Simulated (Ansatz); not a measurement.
A calculation with Ansatz (development build ahead of 0.2.0).

```yaml
crystal:
  periodic: [false, false, false]
  atoms:
    - { symbol: S, position_ang: [-0.46148, 0.36487, 0.6544] }
    - { symbol: H, position_ang: [-1.01175, -1.25494, 0.08056] }
    - { symbol: H, position_ang: [1.05115, -0.3314, 1.3494] }
basis:
  gaussian: { orbitals: cc-pVDZ }
hamiltonian:
  xc: hf
correlation:
  method: ccsd_t
  frozen_orbitals: { H: 0, S: 5 }
```

The input is written out in the form of the current development build from the run's settings.

Results

```json
{
  "Converged": "yes",
  "Reference energy": "-398.57730 hartree",
  "CCSD correlation energy": "-0.18612 hartree",
  "Triples correction": "-0.00576 hartree",
  "Total energy": "-398.76917 hartree",
  "T1 diagnostic": "0.014",
  "Largest doubles amplitude": "0.11"
}
```
